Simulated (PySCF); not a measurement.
SiH3, doublet in cc-pVDZ: errors against RCCSDT

Geometry: a point of a stretch scan, not a stationary point.

```xyz
4

Si   -0.0047   -0.0086   -0.0406
H     1.4105    0.0061    0.4122
H    -0.7259    1.2115    0.4061
H    -0.5534   -0.9792    0.3139
```

Basis cc-pVDZ; PySCF 2.14.0. Correlated methods freeze the noble-gas cores, which leaves 7 electrons in 28 orbitals. Prefix R: restricted or restricted open-shell reference; prefix U: unrestricted.

Full CI isn't at hand for all of this; RCCSDT serves as the reference. It lacks quadruple excitations. The frozen core follows each run's orbitals, which can shift R against U totals by a few meV.

```
UHF ⟨S²⟩                          : 0.755
T1 diagnostic (ROHF- or RHF-based CCSD)             : 0.0166
largest doubles amplitude (ROHF- or RHF-based CCSD) : 0.033
T1 diagnostic (UCCSD)             : 0.0117
```

| level | E − E(RCCSDT) (kJ/mol) | share of correlation (%) | wall time |
| --- | --- | --- | --- |
| RHF | 328.8 | 0.00 | – |
| UHF | 324.9 | 1.20 | – |
| RMP2 | 76.5 | 76.74 | – |
| UMP2 | 75.9 | 76.93 | – |
| RCCSD | 6.8 | 97.93 | – |
| UCCSD | 6.7 | 97.96 | – |
| RCCSD(T) | 1.4 | 99.56 | 0.93 s |
| UCCSD(T) | 1.4 | 99.57 | 0.73 s |
| UCCSDT | 0.0 | 100.01 | 21 s |

The correlation energy at RCCSDT, counted from RHF, is -3.408 eV. That run took 21 s on 1 thread of Arm Neoverse N1, shared host.

Times are those of the correlated step on a shared host, with one SCF added for the restricted CCSD run; they ran on 1 thread of Arm Neoverse N1.
